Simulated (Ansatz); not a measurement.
Zinc-blende MgS (metastable phase) was calculated with r²SCAN+rVV10 (Ansatz, a quantum-chemistry and plane-wave program, plane waves, PAW).

Settings: plane-wave cutoff 500 eV, 10×10×10 k mesh, gaussian smearing 0.02 eV, scalar-relativistic PAW data made under PBE.

Cell (relaxed at this level):

```
MgS
1.0
    0.00000     2.82339     2.82339
    2.82339     0.00000     2.82339
    2.82339     2.82339     0.00000
Mg S
1 1
Cartesian
  0.00000   0.00000   0.00000
  1.41169   1.41169   1.41169
```

Question: Give the computed band gap.

Answer: 
- band gap: 4.12 eV (on the SCF k mesh)

Measured, for comparison: band gap 4.78 ± 0.1 eV (temperature not stated, extrapolated in composition from an alloy gap of 4.19 eV, direct; extrapolated from a Zn0.2Mg0.8S0.645Se0.355 epilayer; as tabulated in Lucero et al. (2012), arXiv:1111.4515). Computed (rounded) less measured: band gap -0.66 eV.
